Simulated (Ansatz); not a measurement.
What does this script print? It uses Ansatz 0.2.0, Python API.

The script, `x2c.py`:
```python
"""Scalar relativity in HMgS."""

import ansatz as az
import numpy as np

GEOMETRY = """
Mg    1.47700   -0.62390    0.73210
S    -0.71530   -0.42280   -0.43450
H    -0.77260    0.98200   -0.31090
"""

molecule = az.Crystal.molecule()
for line in GEOMETRY.strip().splitlines():
    symbol, *xyz = line.split()
    molecule = molecule.atom(symbol, [float(v) for v in xyz])

base = molecule.calculation()
base = base.functional("hf").spin("collinear", total=1)
base = base.forces()
# a set contracted for a scalar-relativistic Hamiltonian goes with the relativistic run
sets = {"none": "cc-pVTZ", "scalar": "cc-pVTZ-DK"}
found = {kind: base.basis(gaussian=basis).pseudopotentials(relativity=kind).run(threads=1).report for kind, basis in sets.items()}
for kind, each in found.items():
    dipole = 4.803205 * np.linalg.norm(each["charge_distribution"]["dipole_moment_e_ang"])
    print(f"{kind:7s} E = {each['free_energy_ev']:.4f} eV  dipole {dipole:.3f} D  largest force component {np.abs(each['forces_ev_ang']).max():.4f} eV/A")
print(f"relativity lowers the total energy by {found['none']['free_energy_ev'] - found['scalar']['free_energy_ev']:.3f} eV")
```

Output of `python x2c.py`:
```text
none    E = -16266.2164 eV  dipole 3.759 D  largest force component 1.8027 eV/A
scalar  E = -16303.9422 eV  dipole 3.752 D  largest force component 1.7992 eV/A
relativity lowers the total energy by 37.726 eV
```

The total moves by -37.7 eV, nearly all in the cores, and the dipole from 3.76 to 3.75 D.

Notes:
- Total energies depend on the basis set; only differences at equal settings carry meaning.
- The geometry is a force-field or estimated start, not a minimum of this method. The basis set changes with the Hamiltonian (a set recontracted for scalar relativity), and most of the change in the total lies in the cores.
- The run takes the species as open-shell (spin multiplicity 2), which needn't be its ground state.
- The whole script took 2.2 s on 1 thread of Arm Neoverse V1, on a shared host, peak memory 0.19 GiB.
